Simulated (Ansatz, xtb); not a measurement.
## Worked example: C3H5F → C2HF + CH4

Species: C3H5F `C/C=C\F`, singlet; C2HF (fluoroacetylene) `C#CF`, singlet; CH4 (methane) `C`, singlet. 

Shapes, held fixed at every level: PBE0-D4/def2-TZVP. Programs: Ansatz 0.2.0, xtb 6.7.1. Electronic energies: no zero-point or thermal term.

At CCSD(T)/CBS estimate; 1 Eh = 2625.50 kJ/mol:

| species | energy (Eh) |
| --- | --- |
| C3H5F | -216.929171 |
| C2HF | -176.383876 |
| CH4 | -40.462061 |

Task: Work out ΔE of the reaction at this level.

Result: 
1. Products less reactants: (-176.383876) + (-40.462061) − [(-216.929171)] = 0.083234 Eh = +218.5 kJ/mol.

Other levels give +207.3 (HF/def2-TZVPP) to +228.0 kJ/mol (PBE-D4/def2-TZVPP). No measured value is set beside it here. The CBS estimate extrapolates MP2 from def2-TZVPP and def2-QZVPP and adds CCSD(T) − MP2 in the triple-zeta set, cores frozen.
